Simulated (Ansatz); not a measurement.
The end point of a relaxation of Si. Space group Fd-3m (No. 227), diamond type. All values below come from r2SCAN (plane waves to 500 eV, PAW, scalar-relativistic; Ansatz, a first-principles code).

```cif
data_Si2
_chemical_formula_sum 'Si2'
_space_group_name_H-M_alt 'P 1'
_space_group_IT_number 1
_cell_length_a 3.84971
_cell_length_b 3.84971
_cell_length_c 3.84971
_cell_angle_alpha 60.000
_cell_angle_beta 60.000
_cell_angle_gamma 60.000
loop_
_space_group_symop_operation_xyz
  'x, y, z'
loop_
_atom_site_label
_atom_site_type_symbol
_atom_site_fract_x
_atom_site_fract_y
_atom_site_fract_z
_atom_site_occupancy
Si1 Si 0.50000 0.50000 0.50000 1
Si2 Si 0.75000 0.75000 0.75000 1
```

Question: Give the band gap at the level r2SCAN.

Answer: 0.78 eV, indirect (valence top at Γ, conduction bottom at 87 % of the way from Γ to X) (no spin-orbit coupling).

Question: What smallest direct gap does r2SCAN give?

Answer: 2.74 eV at Γ.

No spin polarisation in the result.

Measured for Si: a 5.421 Å (static lattice; corrected from measurement; as listed in Daniel Mejia-Rodriguez, S. B. Trickey, Phys. Rev. B (2018)); gap 1.23 eV (static lattice; corrected from measurement; as listed in Wei Chen et al., Physical Review Materials (2018)). Computed minus measured — a: r2SCAN +0.4 %; gap: r2SCAN -0.45 eV. The computed values are for a static lattice, and a measured gap can be an optical one, lowered by exciton binding.

The run could not lose the symmetry of its start; a randomly shaken copy of 2 atoms returns to this structure.

All atoms sit on sites fixed by symmetry, so only the cell could relax.
